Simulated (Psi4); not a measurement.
**O2F (SMILES [O]OF): UMP2/def2-TZVP (Cholesky decomposition, density fitting for correlation, cholesky tolerance 0.001, sweep point 6)**

What is the vertical ionisation energy of O2F at UMP2/def2-TZVP (Cholesky decomposition, density fitting for correlation, cholesky tolerance 0.001, sweep point 6)? 

The calculation is run with Psi4 1.11.

2 further runs of the same task are left out: 2 set aside as unsound or not needed.

## Step 1: The system as given

O2F: 3 atoms, total charge 0, spin state doublet. SMILES: `[O]OF`. The coordinates come from a GFN2-xTB relaxation.

Bond lengths: O1–O2 1.194 Å. A long bond or contact: O2–F3 1.563 Å.

## Step 2: The energy at UMP2/def2-TZVP (Cholesky decomposition, density fitting for correlation, cholesky tolerance 0.001, sweep point 6)

The input, input.inp:

```
memory 1.6 GB

molecule {
  0 2
  O      0.949760    -0.292600     0.491570
  O      0.124690     0.486900     0.122000
  F     -1.074440    -0.194290    -0.613560
  symmetry c1
}

set {
  basis              def2-TZVP
  reference          uhf
  puream             true
  scf_type           cd
  num_frozen_docc    3
  cholesky_tolerance 0.001
  maxiter            150
}

result = energy("mp2")
```

Launch:

```console
$ psi4 -n 1 input.inp input.out
```

input.out:

```text
[...]
  Running in c1 symmetry.
[...]
  Nuclear repulsion =   69.253937683562086
[...]
  Multiplicity = 2
[...]
  Nalpha       = 13
  Nbeta        = 12
[...]
    Number of basis functions: 93
[...]
   @UHF iter   1:  -248.85654122526995   -7.35084e-01   6.11861e-03 ADIIS/DIIS
[...]
   @UHF iter  25:  -249.00350739537228    1.42109e-13   9.60831e-09 DIIS
[...]
   @S^2 Observed:                7.667690044E-01
[...]
    Orbital Energies [Eh]
    ---------------------
    Alpha Occupied:
       1A    -26.331431     2A    -20.850565     3A    -20.775399
       4A     -1.771489     5A     -1.564267     6A     -1.194804
       7A     -0.902213     8A     -0.825423     9A     -0.799526
      10A     -0.675683    11A     -0.650831    12A     -0.575402
      13A     -0.551121
    Alpha Virtual:
      14A      0.056927    15A      0.341877    16A      0.456679
      17A      0.492780    18A      0.527580    19A      0.575050
      20A      0.610818    21A      0.611297    22A      0.628565
      23A      0.758302    24A      0.761459    25A      0.808855
[...]
  @UHF Final Energy:  -249.00350739537228
   => Energetics <=
    Nuclear Repulsion Energy =             69.2539376835620857
    One-Electron Energy =                -482.6838531009929056
    Two-Electron Energy =                 164.4264080220585527
    Total Energy =                       -249.0035073953722815
  UHF NO Occupations:
  HONO-2 :   11  A 1.9974926
  HONO-1 :   12  A 1.9962515
[...]
 Multipole Moments:
 ------------------------------------------------------------------------------------
     Multipole            Electronic (a.u.)      Nuclear  (a.u.)        Total (a.u.)
 ------------------------------------------------------------------------------------
 L = 1.  Multiply by 2.5417464519 to convert [e a0] to [Debye]
 Dipole X            :         -0.4801067            1.1049693            0.6248626
 Dipole Y            :          0.0038487            0.1743288            0.1781775
 Dipole Z            :          0.0000000            0.0000000            0.0000000
 Magnitude           :                                                    0.6497696
[...]
```

Wall time 7.5 s (1 thread of AMD EPYC 7R43 (Zen 3), shared host); peak memory 0.22 GiB.

## Step 3: The singlet cation

The input, calc.in:

```
memory 1600 mb

molecule molecule1 {
  1 1
  O      0.949760    -0.292600     0.491570
  O      0.124690     0.486900     0.122000
  F     -1.074440    -0.194290    -0.613560
  symmetry c1
}

set globals {
  basis def2-TZVP
  puream true
  scf_type cd
  num_frozen_docc 3
  cholesky_tolerance 0.001
}

e_tot = energy("mp2")
print_variables()
```

Launch:

```console
$ psi4 -n 1 calc.in calc.out
```

calc.out:

```text
[...]
  Running in c1 symmetry.
[...]
  Nuclear repulsion =   69.253937683562086
[...]
  Multiplicity = 1
[...]
  Nalpha       = 12
  Nbeta        = 12
[...]
    Number of basis functions: 93
[...]
   @RHF iter   1:  -248.16639348673039   -4.49366e-02   8.74755e-03 DIIS/ADIIS
[...]
   @RHF iter  17:  -248.51468629922832   -3.89377e-12   4.76453e-09 DIIS
[...]
    Orbital Energies [Eh]
    ---------------------
    Doubly Occupied:
       1A    -26.761441     2A    -21.275111     3A    -21.218627
       4A     -2.141064     5A     -1.937138     6A     -1.526815
       7A     -1.197576     8A     -1.193953     9A     -1.130035
      10A     -1.040850    11A     -1.024435    12A     -0.916283
[...]
  @RHF Final Energy:  -248.51468629922832
   => Energetics <=
    Nuclear Repulsion Energy =             69.2539376835620857
    One-Electron Energy =                -472.8105894922256311
    Two-Electron Energy =                 155.0419655094352436
    Total Energy =                       -248.5146862992283161
[...]
 Multipole Moments:
 ------------------------------------------------------------------------------------
     Multipole            Electronic (a.u.)      Nuclear  (a.u.)        Total (a.u.)
 ------------------------------------------------------------------------------------
 L = 1.  Multiply by 2.5417464519 to convert [e a0] to [Debye]
 Dipole X            :         -0.4035380            1.1049693            0.7014314
 Dipole Y            :         -0.1216895            0.1743288            0.0526393
 Dipole Z            :         -0.0000000            0.0000000           -0.0000000
 Magnitude           :                                                    0.7034038
[...]
```

It took 8.4 s on 1 thread of AMD EPYC 7R43 (Zen 3), shared host; peak memory 0.21 GiB.

## Step 4: Summary of results

Level: UMP2/def2-TZVP (Cholesky decomposition, density fitting for correlation, cholesky tolerance 0.001, sweep point 6), 3 core orbitals frozen.

```
                                                               quantity          value
                                              doublet O2F: total energy  -249.72562 Eh
doublet O2F: HOMO energy (Hartree–Fock orbitals) (highest over α and β)      -14.07 eV
 doublet O2F: LUMO energy (Hartree–Fock orbitals) (lowest over α and β)        1.55 eV
               doublet O2F: correlation energy (3 core orbitals frozen)     -722.1 mEh
                         doublet O2F: ⟨S²⟩ of the reference determinant          0.767
                                           singlet cation: total energy  -249.26705 Eh
                    singlet cation: HOMO energy (Hartree–Fock orbitals)      -24.93 eV
                    singlet cation: LUMO energy (Hartree–Fock orbitals)      -10.46 eV
                  singlet cation: HOMO–LUMO gap (Hartree–Fock orbitals)       14.47 eV
            singlet cation: correlation energy (3 core orbitals frozen)     -752.4 mEh
                     vertical ionisation energy (to the singlet cation)      12.478 eV
```

What this shows: Removing an electron at fixed nuclei costs 12.48 eV (1204 kJ/mol). Only the singlet of the ionised species was computed; a triplet could lie lower.
